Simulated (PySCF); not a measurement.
C3H9P.
Bonds: C1–P2, P2–C3, P2–C4. Hydrogens: H5, H6, H7 on C1; H8, H9, H10 on C3; H11, H12, H13 on C4.

The closed-shell ground state was solved at several levels (PySCF, density fitting, gas phase, non-relativistic). Isolated species at its PBE0-D3(BJ)/def2-SVP geometry, gas phase.

| level | basis functions | HOMO (eV) | LUMO (eV) | gap (eV) | dipole (D) |
| --- | --- | --- | --- | --- | --- |
| B97-2/pcSseg-2 | 277 | -6.15 | 0.65 | 6.80 | 1.25 |
| PBE0/def2-SVP | 105 | -6.28 | 1.72 | 8.00 | 1.23 |
| PBE0/STO-3G | 33 | -3.82 | 7.83 | 11.65 | 0.58 |
| PBE0/6-31G | 58 | -6.16 | 2.27 | 8.43 | 1.55 |
| BHandHLYP/pcSseg-2 | 277 | -7.42 | 1.10 | 8.52 | 1.22 |
| PBE0/6-311+G(2d,p) | 170 | -6.38 | 0.12 | 6.50 | 1.31 |
| wB97X-D/pcSseg-2 | 277 | -8.22 | 2.28 | 10.50 | 1.29 |

**Question.** Estimate the row for PBE0/6-31G*, a basis of 78 functions; the other rows only guide the guess.

**Answer.** HOMO -6.19 eV, LUMO 2.03 eV, gap 8.22 eV, dipole 1.42 D.

**Question.** Over all these levels, which gives the widest orbital gap and which the narrowest?

**Answer.** PBE0/STO-3G has the widest, 11.65 eV, and PBE0/6-311+G(2d,p) the narrowest, 6.50 eV. The two share the functional. From the narrowest to the widest the HOMO moves by +2.56 eV and the LUMO by +7.71 eV.

**Question.** How much does the basis alone move the frontier levels among the 5 PBE0 rows (the withheld one included)?

**Answer.** The HOMO by 2.56 eV and the LUMO by 7.71 eV. By rising basis size (HOMO, LUMO in eV): STO-3G -3.82, 7.83; 6-31G -6.16, 2.27; 6-31G* -6.19, 2.03; def2-SVP -6.28, 1.72; 6-311+G(2d,p) -6.38, 0.12.

**Question.** How far do the dipole and the HOMO energy spread over the levels?

**Answer.** The dipole runs from 0.58 to 1.55 D (mean 1.23 D) and the HOMO from -8.22 to -3.82 eV.
